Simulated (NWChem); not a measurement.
Everything below was run with NWChem. System: P, charge 0, spin multiplicity 4. Its SCF solution wasn't tested for a lower state. Level: ROCCSD(T)/def2-TZVP, 5 core orbitals frozen.

Output (cleaned and shortened):

```
             Northwest Computational Chemistry Package (NWChem) 7.3.0
             --------------------------------------------------------

                                NWChem Input Module
                                -------------------

 Scaling coordinates for geometry "geometry" by  1.889725989
 (inverse scale =  0.529177249)

                             Geometry "geometry" -> ""
                             -------------------------

 Output coordinates in angstroms (scale by  1.889725989 to convert to a.u.)

  No.       Tag          Charge          X              Y              Z
 ---- ---------------- ---------- -------------- -------------- --------------
    1 P                   15.0000     0.00000000     0.00000000     0.00000000

 Effective nuclear repulsion energy (a.u.)       0.0000000000

            Nuclear Dipole moment (a.u.)
            ----------------------------
        X                 Y               Z
 ---------------- ---------------- ----------------
     0.0000000000     0.0000000000     0.0000000000

      Symmetry information
      --------------------

 Group name             D2h
 Group number             26
 Group order               8
 No. of unique centers     1

      Symmetry unique atoms

     1


 Summary of "ao basis" -> "" (spherical)
 ------------------------------------------------------------------------------
       Tag                 Description            Shells   Functions and Types
 ---------------- ------------------------------  ------  ---------------------
 *                         def2-tzvp                  on all atoms

 Summary of "ao basis" -> "ao basis" (spherical)
 ------------------------------------------------------------------------------
       Tag                 Description            Shells   Functions and Types
 ---------------- ------------------------------  ------  ---------------------
 P                         def2-tzvp                13       37   5s5p2d1f

                                 NWChem SCF Module
                                 -----------------

  ao basis        = "ao basis"
  functions       =    37
  atoms           =     1
  closed shells   =     6
  open shells     =     3
  charge          =   0.00
  wavefunction    = ROHF
  use symmetry    = T
  symmetry adapt  = T

 Summary of "ao basis" -> "ao basis" (spherical)
 ------------------------------------------------------------------------------
       Tag                 Description            Shells   Functions and Types
 ---------------- ------------------------------  ------  ---------------------
 P                         def2-tzvp                13       37   5s5p2d1f

      Symmetry analysis of basis
      --------------------------

        ag          9
        au          1
        b1g         2
        b1u         7
        b2g         2
        b2u         7
        b3g         2
        b3u         7

 Forming initial guess at       0.0s

      Symmetry analysis of molecular orbitals - initial
      -------------------------------------------------

  Numbering of irreducible representations:

     1 ag          2 au          3 b1g         4 b1u         5 b2g
     6 b2u         7 b3g         8 b3u

  Orbital symmetries:

     1 ag          2 ag          3 b1u         4 b2u         5 b3u
     6 ag          7 b1u         8 b3u         9 b2u        10 b1u
    11 b2u        12 b3u        13 ag         14 b2g        15 b3g
    16 ag         17 b1g        18 ag         19 ag

 Starting SCF solution at       0.0s

 ----------------------------------------------
         Quadratically convergent ROHF

 Convergence threshold     :          1.000E-07
 Maximum no. of iterations :          100
 Final Fock-matrix accuracy:          1.000E-09
 ----------------------------------------------

              iter       energy          gnorm     gmax       time
             ----- ------------------- --------- --------- --------
                 1     -340.7057459692  6.55D-01  4.54D-01      0.2
                 2     -340.7095928397  4.16D-02  1.62D-02      0.2
                 3     -340.7096306403  2.82D-04  1.39D-04      0.2
                 4     -340.7096306508  1.55D-08  5.98D-09      0.2
[...]
              MO Center=  4.8D-20,  2.1D-33,  1.6D-32, r^2= 1.8D+00
   Bfn.  Coefficient  Atom+Function         Bfn.  Coefficient  Atom+Function
  ----- ------------  ---------------      ----- ------------  ---------------
    15      0.561654  1 P  px                18      0.372569  1 P  px
    12      0.219914  1 P  px                 6     -0.182253  1 P  px

 Vector    9  Occ=1.000000D+00  E=-1.565707D-01  Symmetry=b2u
              MO Center=  7.5D-50,  8.2D-30, -3.6D-50, r^2= 1.8D+00
   Bfn.  Coefficient  Atom+Function         Bfn.  Coefficient  Atom+Function
  ----- ------------  ---------------      ----- ------------  ---------------
    16      0.561654  1 P  py                19      0.372569  1 P  py
    13      0.219914  1 P  py                 7     -0.182253  1 P  py

 Vector   10  Occ=0.000000D+00  E= 3.636867D-01  Symmetry=b2u
              MO Center= -7.6D-49,  4.9D-30, -4.2D-50, r^2= 4.9D+00
   Bfn.  Coefficient  Atom+Function         Bfn.  Coefficient  Atom+Function
  ----- ------------  ---------------      ----- ------------  ---------------
    19      1.448577  1 P  py                16     -1.308537  1 P  py

 Vector   11  Occ=0.000000D+00  E= 3.636867D-01  Symmetry=b3u
              MO Center= -7.4D-32, -7.7D-48,  1.2D-47, r^2= 4.9D+00
   Bfn.  Coefficient  Atom+Function         Bfn.  Coefficient  Atom+Function
  ----- ------------  ---------------      ----- ------------  ---------------
    18      1.448577  1 P  px                15     -1.308537  1 P  px

 Vector   12  Occ=0.000000D+00  E= 3.636867D-01  Symmetry=b1u
              MO Center= -2.8D-49, -1.1D-49, -6.7D-30, r^2= 4.9D+00
   Bfn.  Coefficient  Atom+Function         Bfn.  Coefficient  Atom+Function
  ----- ------------  ---------------      ----- ------------  ---------------
    20      1.448577  1 P  pz                17     -1.308537  1 P  pz

 center of mass
 --------------
 x =   0.00000000 y =   0.00000000 z =   0.00000000

 moments of inertia (a.u.)
 ------------------
           0.000000000000           0.000000000000           0.000000000000
           0.000000000000           0.000000000000           0.000000000000
           0.000000000000           0.000000000000           0.000000000000

  Mulliken analysis of the total density
  --------------------------------------

    Atom       Charge   Shell Charges
 -----------   ------   -------------------------------------------------------
    1 P   15    15.00   2.01  0.54  1.43  1.15  0.88  4.16  1.70  0.60  1.59  0.94  0.00 -0.00  0.00

 Mulliken analysis of the open-shell density
 -------------------------------------------

    Atom       Charge   Shell Charges
 -----------   ------   -------------------------------------------------------
    1 P   15     3.00   0.00  0.00 -0.00  0.00  0.00  0.07 -0.05  0.44  1.60  0.94  0.00  0.00  0.00

       Multipole analysis of the density wrt the origin
       ------------------------------------------------

     L   x y z        total         open         nuclear
     -   - - -        -----         ----         -------
     0   0 0 0     -0.000000     -3.000000     15.000000

     1   1 0 0     -0.000000     -0.000000      0.000000
     1   0 1 0      0.000000     -0.000000      0.000000
     1   0 0 1     -0.000000     -0.000000      0.000000

     2   2 0 0    -10.066693     -6.368545      0.000000
     2   1 1 0     -0.000000     -0.000000      0.000000
     2   1 0 1      0.000000     -0.000000      0.000000
     2   0 2 0    -10.066693     -6.368545      0.000000
     2   0 1 1      0.000000      0.000000      0.000000
     2   0 0 2    -10.066693     -6.368545      0.000000

                   NWChem Extensible Many-Electron Theory Module
                   ---------------------------------------------


            General Information
            -------------------
      Number of processors :     1
         Wavefunction type : Restricted open-shell Hartree-Fock
          No. of electrons :    15
           Alpha electrons :     9
            Beta electrons :     6
           No. of orbitals :    74
            Alpha orbitals :    37
             Beta orbitals :    37
        Alpha frozen cores :     5
         Beta frozen cores :     5
     Alpha frozen virtuals :     0
      Beta frozen virtuals :     0
         Spin multiplicity : quartet
    Number of AO functions :    37
       Number of AO shells :    13
        Use of symmetry is : on
      Symmetry adaption is : on
         Schwarz screening : 0.10D-09

          Correlation Information
          -----------------------
          Calculation type : Coupled-cluster singles & doubles w/ perturbation
   Perturbative correction : (T)
            Max iterations :      100
        Residual threshold : 0.10D-05
     T(0) DIIS level shift : 0.00D+00
     L(0) DIIS level shift : 0.00D+00
     T(1) DIIS level shift : 0.00D+00
     L(1) DIIS level shift : 0.00D+00
     T(R) DIIS level shift : 0.00D+00
     T(I) DIIS level shift : 0.00D+00
   CC-T/L Amplitude update :  5-th order DIIS
                I/O scheme : Global Array Library
        L-threshold :  0.10D-05
        EOM-threshold :  0.10D-05
 no EOMCCSD initial starts read in
 TCE RESTART OPTIONS
 SLICE:      F
 D4D5:       F
 quantumc:   F
 qrotation:  F
 pwtce:      F
 qducc:      F
 nacto:                         0
 nrotv:                         0
 nrot:                          0

            Memory Information
            ------------------
          Available GA space size is     249034062 doubles
          Available MA space size is     104853868 doubles

 Maximum block size supplied by input
 Maximum block size        24 doubles

 tile_dim =      6

 -------------------------------------------------

 Global array virtual files algorithm will be used

 Parallel file system coherency ......... OK

 4-electron integrals stored in orbital form

 v2    file size   =            29263
 4-index algorithm nr.  13 is used
 imaxsize =       30
 imaxsize ichop =        0


CCSD iterations
 ---------------------------------------------------------
 Iter          Residuum       Correlation     Cpu    Wall
 ---------------------------------------------------------
    1   0.0660122893140  -0.0952670970012     0.3     0.3
    2   0.0160471788604  -0.0978284905446     0.3     0.3
    3   0.0049966034109  -0.0994470219695     0.3     0.3
    4   0.0015892809693  -0.0997012762410     0.3     0.3
    5   0.0005221376880  -0.0997946688459     0.3     0.3
    6   0.0000600411744  -0.0998279645296     0.3     0.3
    7   0.0000152289434  -0.0998336408246     0.3     0.3
    8   0.0000056802407  -0.0998332554515     0.3     0.3
    9   0.0000018801536  -0.0998334001835     0.3     0.3
   10   0.0000007718916  -0.0998334054740     0.3     0.3
 -----------------------------------------------------------------
 Iterations converged
 CCSD correlation energy / hartree =        -0.099833405474005
 CCSD total energy / hartree       =      -340.809464056236948

 Singles contributions

 Doubles contributions
 CCSD(T)
 Using plain CCSD(T) code
             total no. of tasks         1089
 total no. of tasks / no. procs         1089
                         wl_min            1           1.0
                         wl_max          216           2.4
        thresh for no. of tasks         1089

 CCSD[T]  correction energy / hartree =        -0.004217576338116
 CCSD[T] correlation energy / hartree =        -0.104050981812121
 CCSD[T] total energy / hartree       =      -340.813681632575083
 CCSD(T)  correction energy / hartree =        -0.004213208091767
 CCSD(T) correlation energy / hartree =        -0.104046613565772
 CCSD(T) total energy / hartree       =      -340.813677264328703

 Task  times  cpu:        4.2s     wall:        4.2s

 Total times  cpu:        4.3s     wall:        4.3s
```

Question: Write an NWChem input that would produce this output.

Answer: This is not unique; one that fits is 
```
start mol
memory heap 100 mb stack 700 mb global 1900 mb
geometry units angstroms nocenter noautoz
  P      0.000000     0.000000     0.000000
  symmetry group D2h
end
basis spherical
  * library def2-tzvp
end
scf
  rohf
  nopen 3
  maxiter 100
  thresh 1e-7
  semidirect memsize 60000000 filesize 0
  # guess.movecs holds the orbitals of an unrestricted PBE0 run
  vectors input guess.movecs output mol.movecs
end
tce
  freeze core 5
  ccsd(t)
  2eorb
  2emet 13
  thresh 1e-6
  maxiter 100
  tilesize 24
end
task tce energy
```
